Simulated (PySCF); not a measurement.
Species: C3H10NP.
SMILES with atom numbers: `[CH3:1][P:2]([CH3:3])([CH3:4])=[NH:5]` (hydrogens: H6, H7, H8 on C1; H9, H10, H11 on C3; H12, H13, H14 on C4; H15 on N5)

Theory: PBE0-D3(BJ)/def2-SVP geometry optimisation, gas phase in PySCF 2.14.0.

List the bond lengths, angles and torsions at this level.

```json
{"bond": "C1–P2", "length (pm)": "181.0"}
{"bond": "P2–C3, P2–C4", "length (pm)": "183.5"}
{"bond": "P2=N5", "length (pm)": "157.1"}
{"bond": "C1–H6 and 8 like bonds", "length (pm)": "110.0"}
{"bond": "N5–H15", "length (pm)": "101.9"}
```

Bonds in one row agree within 1 pm and their mean is given. A selection of angles:
```json
{"angle": "P2–C1–H6", "degrees": "112.0"}
{"angle": "P2–C1–H7", "degrees": "108.3"}
{"angle": "H6–C1–H7", "degrees": "109.9"}
{"angle": "H7–C1–H8", "degrees": "108.2"}
{"angle": "C1–P2–C3", "degrees": "104.8"}
{"angle": "C1–P2–C4", "degrees": "104.4"}
{"angle": "C1–P2–N5", "degrees": "107.6"}
{"angle": "C3–P2–C4", "degrees": "102.2"}
{"angle": "C3–P2–N5", "degrees": "118.2"}
{"angle": "P2–C3–H9", "degrees": "109.0"}
{"angle": "P2–C3–H10", "degrees": "112.6"}
{"angle": "P2–N5–H15", "degrees": "114.6"}
```

Torsions: H15–N5–P2–C1 178° (antiperiplanar).

P2 (phosphorus bonded to 3 C and N) is distorted tetrahedral (angles from 102.2° to 118.2°). N5 (nitrogen bonded to P and H) is bent (angle 114.6°). The 3 C–P bonds span 1.810 Å (C1–P2, drawn single) to 1.835 Å (P2–C4, drawn single), a spread of 0.025 Å.

Not checked by PBE0-D3(BJ)/def2-SVP frequencies.

On one thread of an Arm Neoverse V1, no GPU, shared host with 32 logical CPUs at a one-minute load of 10, this took 50 s of wall time and 0.51 GiB of memory at its peak. This is the geometry optimisation.
